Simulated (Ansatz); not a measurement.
The input, for Ansatz 0.2.0:

```yaml
crystal:
  periodic: [false, false, false]
  atoms:
    - {symbol: Si, position_ang: [0.000000, 0.000000, 0.000000]}
    - {symbol: H, position_ang: [-0.011525, 1.085107, 1.077576]}
    - {symbol: H, position_ang: [-0.016497, -1.077632, 1.084987]}
    - {symbol: H, position_ang: [0.016497, 1.077632, -1.084987]}
    - {symbol: H, position_ang: [0.011525, -1.085107, -1.077576]}
basis:
  gaussian: {orbitals: 6-31G}
magnetization: {spin_polarized: false, initial_magnetization: 2}
correlation: {method: ccsdt_q, electrons: outside_noble_gas}
```

```sh
$ ansatz run in.yaml --threads 1 --pin off --events-out ev --progress --plain --max-ram 2393MiB
```

Output:

```
459 factors; integrals over basis functions are off by at most 2.9e-8 eV
mean field evaluation 1: about -7917.9469 eV, gradient 7.3e0 eV
mean field evaluation 2: about -7917.9492 eV, gradient 7.3e0 eV
mean field evaluation 4: about -7918.2446 eV, gradient 2.7e-1 eV
mean field evaluation 8: about -7918.2453 eV, gradient 3.0e-6 eV
mean field evaluation 16: about -7918.2453 eV, gradient 1.1e-6 eV
mean field -7918.24527569 eV, -290.9901467021 hartree, gradient 1.1e-6 eV, S^2 2.000000; 0 other end points of the search recorded, 0 dependent functions left out
5 core orbitals not correlated: weight in the atoms' cores, before any rotation towards them, 1.000 or more for the frozen orbitals, at most 0.000 for the correlated occupied ones
reference -7918.24527569 eV, -290.9901467021 hartree; 5, 3 occupied and 11, 13 virtual orbitals, 459 factors
second order -1.68354612 eV of doubles, -0.09818944 eV of singles
cycle   1  -2.27736197 eV  change   -4.9e-1 eV  update   6.7e-2
cycle   2  -2.58984841 eV  change   -3.1e-1 eV  update   3.1e-2
cycle   3  -2.60942864 eV  change   -2.0e-2 eV  update   7.1e-3
cycle   4  -2.61465291 eV  change   -5.2e-3 eV  update   2.1e-3
cycle   5  -2.61377543 eV  change    8.8e-4 eV  update   6.1e-4
cycle   6  -2.61360290 eV  change    1.7e-4 eV  update   2.1e-4
cycle   7  -2.61381259 eV  change   -2.1e-4 eV  update   5.8e-5
cycle   8  -2.61378476 eV  change    2.8e-5 eV  update   2.1e-5
cycle   9  -2.61376993 eV  change    1.5e-5 eV  update   5.1e-6
cycle  10  -2.61377331 eV  change   -3.4e-6 eV  update   1.5e-6
cycle  11  -2.61377282 eV  change    4.9e-7 eV  update   5.0e-7
perturbative correction 0.00015809 eV, 0.0000058096 hartree
Total energy: -7920.85889042 eV, -291.0861952720 hartree
```

For the same geometry and basis full CI lies 0.5 meV higher.

Ran on 1 thread of Arm Neoverse V1, shared host: 2.5 s wall, 0.15 GiB peak host memory.
